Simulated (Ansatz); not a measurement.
# C4H12N2: the cost of one run

Program: Ansatz 0.2.0, Gaussian basis. Level of theory: one geometry, several basis sets. These are calculated values, not measurements.

Plan: PBE0-D4/def2-SVP; ωB97M-V/def2-SVP; PBE0-D4/def2-QZVPP; ωB97M-V/def2-QZVPP; the functionals' def2-TZVPP values are taken from earlier runs.

## (1) The relaxed structure

All runs share one geometry, relaxed beforehand with PBE0-D4 in a triple-zeta def2 set.

SMILES `CC(C)(N)CN`, 18 atoms, charge 0, spin multiplicity 1.

Atoms are counted from 1 here; the program's logs count them from 0.

Bond lengths: C1–C2 1.521 Å, C1–H7 1.091 Å, C1–H8 1.094 Å, C1–H9 1.093 Å, C2–C3 1.526 Å, C2–N4 1.464 Å, C2–C5 1.539 Å, C3–H10 1.094 Å, C3–H11 1.094 Å, C3–H12 1.094 Å, N4–H13 1.014 Å, N4–H14 1.013 Å, C5–N6 1.446 Å, C5–H15 1.098 Å, C5–H16 1.094 Å, N6–H17 1.012 Å, N6–H18 1.015 Å. Angles: C2–C1–H7 110.8°, C2–C1–H8 110.7°, C2–C1–H9 110.9°, H7–C1–H8 107.8°, H7–C1–H9 108.8°, H8–C1–H9 107.7°, C1–C2–C3 109.9°, C1–C2–N4 107.8°, C1–C2–C5 110.9°, C3–C2–N4 112.6°, C3–C2–C5 108.7°, N4–C2–C5 106.8°, C2–C3–H10 111.6°, C2–C3–H11 110.8°, C2–C3–H12 110.7°, H10–C3–H11 107.9°, H10–C3–H12 107.8°, H11–C3–H12 108.0° and more.

## (2) PBE0-D4 in def2-SVP

File in.yaml:

```yaml
crystal:
  periodic: [false, false, false]
  atoms:
    - {symbol: C, position_ang: [0.301690, -1.355719, 0.576741]}
    - {symbol: C, position_ang: [0.161281, -0.068478, -0.220336]}
    - {symbol: C, position_ang: [1.533302, 0.400611, -0.697363]}
    - {symbol: N, position_ang: [-0.762763, -0.324874, -1.326556]}
    - {symbol: C, position_ang: [-0.470097, 1.042708, 0.637631]}
    - {symbol: N, position_ang: [-1.791071, 0.780528, 1.163940]}
    - {symbol: H, position_ang: [-0.674136, -1.717164, 0.905936]}
    - {symbol: H, position_ang: [0.760835, -2.140270, -0.032224]}
    - {symbol: H, position_ang: [0.935035, -1.203660, 1.454037]}
    - {symbol: H, position_ang: [2.208384, 0.590396, 0.142365]}
    - {symbol: H, position_ang: [1.999015, -0.351678, -1.340144]}
    - {symbol: H, position_ang: [1.446107, 1.327937, -1.271866]}
    - {symbol: H, position_ang: [-0.762314, 0.458831, -1.970594]}
    - {symbol: H, position_ang: [-0.468425, -1.138144, -1.854436]}
    - {symbol: H, position_ang: [-0.518843, 1.947815, 0.017575]}
    - {symbol: H, position_ang: [0.203698, 1.279544, 1.466928]}
    - {symbol: H, position_ang: [-1.748731, 0.108620, 1.919296]}
    - {symbol: H, position_ang: [-2.352936, 0.363000, 0.429099]}
basis:
  gaussian: {orbitals: def2-SVP}
hamiltonian: {xc: pbe0, dispersion: d4}
output: {orbitals: {seedname: orbitals}}
```

On the command line:

```
$ ansatz run in.yaml --threads 2 --pin off --events-out ev --progress --plain --max-ram 32768MiB --backend cpu
```

**Question.** How long does this run take on 2 threads of AMD EPYC 7R13, shared host, and how much memory does it need?

About 3.2 s, with a peak of 0.4 GiB.
